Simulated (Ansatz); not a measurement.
Geometry optimisation, RKS B3LYP-D4/def2-SVP (Ansatz).

Input file:

```yaml
crystal:
  periodic: [false, false, false]
  atoms:
    - { symbol: C, position_ang: [-0.1454, -1.0889, 1.7345] }
    - { symbol: "N", position_ang: [-0.9372, -0.3053, 0.976] }
    - { symbol: C, position_ang: [-0.6772, -0.5079, -0.4547] }
    - { symbol: F, position_ang: [-0.6239, -1.8349, -0.7062] }
    - { symbol: O, position_ang: [0.6312, -0.08, -0.9159] }
    - { symbol: C, position_ang: [0.7019, 1.3595, -0.9405] }
    - { symbol: H, position_ang: [-0.2769, -0.9945, 2.8216] }
    - { symbol: H, position_ang: [0.6076, -1.7271, 1.3307] }
    - { symbol: H, position_ang: [-1.4307, -0.0318, -1.0015] }
    - { symbol: H, position_ang: [1.6949, 1.6264, -1.2835] }
    - { symbol: H, position_ang: [0.5619, 1.7711, 0.0808] }
    - { symbol: H, position_ang: [-0.0292, 1.7582, -1.6074] }
basis:
  gaussian: { orbitals: def2-SVP }
hamiltonian:
  xc: b3lyp
  dispersion: d4
relax:
  f_tol: 0.015
  max_steps: 40
```

Run as:

```bash
$ ansatz run input.yaml --threads 2 --pin off --max-ram 3072MiB --backend cpu --events-out ev --progress --plain --runs-dir out
```

Where does it end, and by what steps?

The run converged. After 16 steps the energy has fallen by 0.628 eV; H8 moved furthest, 1.14 Å.

```json
{"step": "0", "energy less start (eV)": "0.0000", "largest force component (eV/Å)": "3.612", "accepted": "yes"}
{"step": "1", "energy less start (eV)": "-0.3331", "largest force component (eV/Å)": "1.734", "accepted": "yes"}
{"step": "2", "energy less start (eV)": "-0.4000", "largest force component (eV/Å)": "1.354", "accepted": "yes"}
{"step": "3", "energy less start (eV)": "-0.4770", "largest force component (eV/Å)": "0.648", "accepted": "yes"}
{"step": "4", "energy less start (eV)": "-0.5115", "largest force component (eV/Å)": "0.517", "accepted": "yes"}
{"step": "5", "energy less start (eV)": "-0.5350", "largest force component (eV/Å)": "0.345", "accepted": "yes"}
{"step": "6", "energy less start (eV)": "-0.5580", "largest force component (eV/Å)": "0.853", "accepted": "yes"}
{"step": "7", "energy less start (eV)": "-0.5942", "largest force component (eV/Å)": "0.557", "accepted": "yes"}
{"step": "8", "energy less start (eV)": "-0.6071", "largest force component (eV/Å)": "0.620", "accepted": "yes"}
{"step": "9", "energy less start (eV)": "-0.5796", "largest force component (eV/Å)": "0.989", "accepted": "no"}
{"step": "10", "energy less start (eV)": "-0.6215", "largest force component (eV/Å)": "0.294", "accepted": "yes"}
{"step": "11", "energy less start (eV)": "-0.6259", "largest force component (eV/Å)": "0.082", "accepted": "yes"}
{"step": "12", "energy less start (eV)": "-0.6259", "largest force component (eV/Å)": "0.125", "accepted": "yes"}
{"step": "13", "energy less start (eV)": "-0.6274", "largest force component (eV/Å)": "0.052", "accepted": "yes"}
{"step": "14", "energy less start (eV)": "-0.6275", "largest force component (eV/Å)": "0.030", "accepted": "yes"}
{"step": "15", "energy less start (eV)": "-0.6275", "largest force component (eV/Å)": "0.039", "accepted": "no"}
{"step": "16", "energy less start (eV)": "-0.6276", "largest force component (eV/Å)": "0.009", "accepted": "yes"}
```

```xyz
12
Properties=species:S:1:pos:R:3
C -0.325 -1.219 1.834
N -0.319 -0.257 1.011
C -0.350 -0.520 -0.400
F -0.256 -1.851 -0.710
O 0.712 0.090 -1.032
C 0.653 1.501 -1.065
H -0.287 -0.998 2.911
H -0.367 -2.279 1.533
H -1.325 -0.154 -0.790
H 1.532 1.844 -1.627
H 0.671 1.933 -0.051
H -0.261 1.854 -1.581
```

Whether the end is a true minimum wasn't checked by a vibrational analysis.

Time of the run: 43 s on 2 threads of AMD EPYC 7R43 64-Core Processor (Zen 3), with other jobs on the host, peak memory 0.27 GiB.
